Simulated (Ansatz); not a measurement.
Cost and result for the atomization energy of `[CH2]F` radical (4 atoms, 3 bonds).

```xyz
4

C    -0.0601    0.0185    0.1322
F    -0.4808    0.1646   -1.1219
H     0.5663    0.8195    0.5017
H    -0.0254   -1.0026    0.4880
```

The species carries charge 0 and has multiplicity 2. The structure was optimised at the PBE0-D4/def2-TZVP level. Program: Ansatz. All runs use 2 threads of a server CPU on a shared host. Times are those of one run each, without the atoms' runs, and a repeat can differ threefold. Electronic energies, without spin–orbit coupling; frozen cores. CCSD(T)/CBS extrapolates def2-TZVPP and def2-QZVPP, and its time is that of the two runs behind it. T1 = 0.015; ⟨S²⟩ of the reference is 0.76. B3LYP takes the VWN-RPA correlation (the form of Gaussian; ORCA's B3LYP/G).

CCSD(T)/CBS is a level of theory with its own doubt, some kJ/mol a heavy atom from the limit and from the frozen cores, so smaller differences don't rank the functionals.

```json
{"level": "LDA (SPW92)/def2-TZVPP", "functions": "90", "wall time": "0.45 s", "atomization (kJ/mol)": "1535.7", "difference from CCSD(T)/CBS": "224.8", "per bond": "74.9"}
{"level": "CCSD(T)/def2-SVP", "functions": "38", "wall time": "0.6 s", "atomization (kJ/mol)": "1246.8", "difference from CCSD(T)/CBS": "-64.1", "per bond": "-21.4"}
{"level": "revPBE-D4/def2-TZVPP", "functions": "90", "wall time": "0.75 s", "atomization (kJ/mol)": "1323.0", "difference from CCSD(T)/CBS": "12.1", "per bond": "4.0"}
{"level": "BLYP-D4/def2-TZVPP", "functions": "90", "wall time": "0.75 s", "atomization (kJ/mol)": "1331.3", "difference from CCSD(T)/CBS": "20.4", "per bond": "6.8"}
{"level": "PBE0-D4/def2-TZVPP", "functions": "90", "wall time": "0.75 s", "atomization (kJ/mol)": "1325.1", "difference from CCSD(T)/CBS": "14.2", "per bond": "4.7"}
{"level": "BHLYP-D4/def2-TZVPP", "functions": "90", "wall time": "0.75 s", "atomization (kJ/mol)": "1270.5", "difference from CCSD(T)/CBS": "-40.4", "per bond": "-13.5"}
{"level": "B3LYP-D4/def2-TZVPP (with forces)", "functions": "90", "wall time": "0.9 s", "atomization (kJ/mol)": "1323.4", "difference from CCSD(T)/CBS": "12.5", "per bond": "4.2"}
{"level": "PBE-QIDH/def2-TZVPP", "functions": "90", "wall time": "1.1 s", "atomization (kJ/mol)": "1306.0", "difference from CCSD(T)/CBS": "-4.9", "per bond": "-1.6"}
{"level": "r2SCAN-D4/def2-TZVPP (with forces)", "functions": "90", "wall time": "1.9 s", "atomization (kJ/mol)": "1333.3", "difference from CCSD(T)/CBS": "22.4", "per bond": "7.5"}
{"level": "CCSD(T)/def2-TZVPP", "functions": "90", "wall time": "2.9 s", "atomization (kJ/mol)": "1279.5", "difference from CCSD(T)/CBS": "-31.4", "per bond": "-10.4"}
{"level": "B97M-V/def2-TZVPP", "functions": "90", "wall time": "3 s", "atomization (kJ/mol)": "1313.6", "difference from CCSD(T)/CBS": "2.7", "per bond": "0.9"}
{"level": "CCSD(T)/def2-QZVPP", "functions": "174", "wall time": "32 s", "atomization (kJ/mol)": "1298.4", "difference from CCSD(T)/CBS": "-12.5", "per bond": "-4.2"}
{"level": "CCSD(T)/CBS(def2)", "functions": "–", "wall time": "34 s", "atomization (kJ/mol)": "1310.9", "difference from CCSD(T)/CBS": "0.0", "per bond": "0.0"}
```

The D4 term adds +3.3 kJ/mol with B3LYP and +1.6 kJ/mol with PBE0; it sums over pairs of atoms, weighted by their polarisabilities, and B3LYP, whose exchange is more repulsive, gets the larger term. In def2-TZVPP, CCSD(T) changes the Hartree–Fock value by +321.3 kJ/mol (the triples alone add +17.5 kJ/mol) and MP2 by +345.7 kJ/mol; breaking electron pairs costs correlation energy, which Hartree–Fock lacks. From r2SCAN to r2SCAN0 (25 % exact exchange), in def2-TZVPP and without D4, the atomization energy moves by −29.0 kJ/mol: exact exchange takes away binding that semilocal exchange gives to molecules.
